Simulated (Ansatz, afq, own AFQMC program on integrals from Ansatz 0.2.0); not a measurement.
## AlGeH$_{5}$, singlet in 6-31G along one coordinate

```xyz
7

Ge    0.0000    0.0009    0.6854
Al    0.0000    0.0010   -1.7933
H     0.0000    1.4090    1.3103
H     1.2327   -0.7388    1.2465
H    -1.2327   -0.7388    1.2465
H     0.0000    1.3582   -2.6174
H     0.0000   -1.3819   -2.5741
```

The Ge1–Al2 distance is changed with both sides rigid. Energies in mEh count from this geometry (2.479 Å) at the same level; the start stands on RHF, each point on the determinant named.

Basis 6-31G. Noble-gas cores (and the filled d shells of Ga–Kr and In–Xe) are frozen. Ansatz 0.2.0 and our own AFQMC program on the same integrals; the CISD trial comes from CCSD amplitudes, and released means the phaseless constraint is let go. ± is one standard error of the sampling. No spin–orbit coupling.

Cautions, each for one point or more: (T) is large; cluster runs in doubt by the program's own checks; higher spins were not checked; inner d shell frozen; no relativity below Rb; no spin-orbit coupling; restricted determinant unstable towards unrestricted; strong correlation.

```tsv
r(Ge1–Al2) / Å	det.	T1	weight	CCSD(T)	ph-AFQMC/CISD	released AFQMC	MP2	B3LYP
2.205	RHF	0.011	0.91	21.3	21.8 ± 0.3	–	20.8	16.9
2.724	RHF	0.010	0.90	3.9	4.2 ± 0.3	3.8 ± 0.3	4.8	6.0
3.357	RHF	0.012	0.88	40.4	40.4 ± 0.4	40.0 ± 0.3*	45.6	45.7
6.846	RHF¶	0.055	0.52	89.4	96.3 ± 1.2	97.3 ± 1.7*	127.9	106.2§
```

Weight is that of the determinant in the CISD state; at the start T1 is 0.011 and the weight 0.91. ¶ marks points with a poor determinant and no full CI, where no value is sure; they don't count among the departures. An asterisk marks released energies that aren't shown to be converged. A dash marks a missing value, a released energy that hasn't settled or a functional that sits on another state. § marks a functional whose ⟨S²⟩ is too high by over 0.1. Largest departures from phaseless AFQMC with a CISD trial: CCSD(T) -0.5 mEh at 2.205 (on RHF) (within the noise), MP2 5.2 mEh at 3.357 (on RHF), B3LYP 5.3 mEh at 3.357. The walk's constraint bias lies outside its error bars, so these are departures and not errors. Functionals count only at points shown to share the start's state and spin. In this small basis the wave-function levels are far from their limit, so their gap to the functionals isn't the functionals' error.

Some points may be missing: those where a free walk finds a much lower state, and past Zn most of those on another determinant than at the start.

A walk keeps the symmetry of its determinant, which the program's search chose and which needn't be the lowest solution, so a lower state of the same spin and another symmetry isn't excluded.
